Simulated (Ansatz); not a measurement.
## Active spaces for C₂H₆, singlet

Computed with Ansatz's Gaussian-basis code (development build). Basis aug-cc-pVDZ, nonrelativistic, 2 orbitals frozen in the corrections. State-specific CASSCF; RHF is the lowest restricted (open-shell) Hartree–Fock solution met. No symmetry is imposed, so a solution can break that of the shape. No proof that the lowest CASSCF solution was found.

Geometry:

```xyz
8

C     0.0000    0.0000    0.9528
C     0.0000    0.0000   -0.9528
H     0.0000    1.0190    1.3478
H    -0.8824   -0.5095    1.3478
H     0.8824   -0.5095    1.3478
H     0.0000   -1.0190   -1.3478
H    -0.8824    0.5095   -1.3478
H     0.8824    0.5095   -1.3478
```

(1) What do CASSCF and its corrections give against RHF in CAS(2,2), and what are the occupations?

(2) How do single-reference totals in the same basis and frozen core stand against SC-NEVPT2 in CAS(2,2)?

(3) Roughly how much CPU time does a whole run from the default start take (median of such runs, summed over threads; nearly all runs on one pinned thread of a shared server, mostly Xeon at 2.3 to 2.6 GHz, by a development driver)?

Answers

(1) CASSCF -0.719 eV, SC-NEVPT2 -8.666 eV; occupations 1.95, 0.05.

(2) CCSD(T) -1.345 eV. Coupled cluster stands on the determinant that it favours, which can lie over the RHF solution above, and is in doubt where the occupations are far from 0, 1 and 2.

(3) CAS(2,2): about 6.4 s. Other jobs ran beside these, and the count of passes differs.
